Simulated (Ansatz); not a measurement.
**Scan of HAl–AlH, singlet**

Starting geometry (PBE0/def2-TZVP stationary point for this spin, not checked as a minimum):

```yaml
atoms:
  - { symbol: Al, position_ang: [0.0000, -0.1535, 1.3084] }
  - { symbol: Al, position_ang: [0.0000, 0.1535, -1.3084] }
  - { symbol: H, position_ang: [0.0000, 1.1439, 2.2825] }
  - { symbol: H, position_ang: [0.0000, -1.1439, -2.2825] }
```

From there one end is turned about the bond, all else rigid; atoms are numbered as listed. Energies are in kcal/mol, counted from the starting geometry at the same level. Kohn–Sham curves are unrestricted where that lies lower, except RKS.

Basis 6-31G; Ansatz 0.2.0. Correlated methods freeze the noble-gas cores.

Unrestricted Kohn–Sham rows aren't spin-pure: their determinants' ⟨S²⟩ exceeds S(S+1) by up to 0.81, so they mix in states of higher spin. A value is left out where its run failed or describes another state than the reference as far as symmetry and spin tell, or, spin-broken singlets apart, can't be checked. The reference follows the lowest state, whose symmetry changes from Ag to A1 between 0.0 and 180.0.

In so small a basis the reference is far from its limit while semilocal and hybrid functionals are nearer theirs, so the functionals' errors here hold much of the reference's basis and frozen-core error, which can add to them or hide them.

Full CI is exact within this basis and frozen core; it isn't the basis-set limit.

```json
{"twist about Al1-Al2 (°)": "0.0", "full CI": "0.0", "B3LYP": "0.0", "wB97M-V": "0.0", "RKS PBE0": "0.0"}
{"twist about Al1-Al2 (°)": "17.3", "full CI": "0.1", "B3LYP": "0.2", "wB97M-V": "0.2", "RKS PBE0": "0.2"}
{"twist about Al1-Al2 (°)": "33.0", "full CI": "0.5", "B3LYP": "0.6", "wB97M-V": "0.7", "RKS PBE0": "0.7"}
{"twist about Al1-Al2 (°)": "46.7", "full CI": "1.0", "B3LYP": "1.3", "wB97M-V": "1.5", "RKS PBE0": "1.4"}
{"twist about Al1-Al2 (°)": "57.1", "full CI": "1.7", "B3LYP": "2.0", "wB97M-V": "2.3", "RKS PBE0": "2.2"}
{"twist about Al1-Al2 (°)": "72.7", "full CI": "3.0", "B3LYP": "3.4", "wB97M-V": "4.0", "RKS PBE0": "3.8"}
{"twist about Al1-Al2 (°)": "90.0", "full CI": "5.1", "B3LYP": "5.3", "wB97M-V": "6.3", "RKS PBE0": "6.4"}
{"twist about Al1-Al2 (°)": "120.0", "full CI": "10.6", "B3LYP": "10.1", "wB97M-V": "11.3", "RKS PBE0": "13.1"}
{"twist about Al1-Al2 (°)": "150.0", "full CI": "17.4", "B3LYP": "15.7", "wB97M-V": "16.7", "RKS PBE0": "22.3"}
{"twist about Al1-Al2 (°)": "180.0", "full CI": "21.3", "B3LYP": "–", "wB97M-V": "–", "RKS PBE0": "29.0"}
```
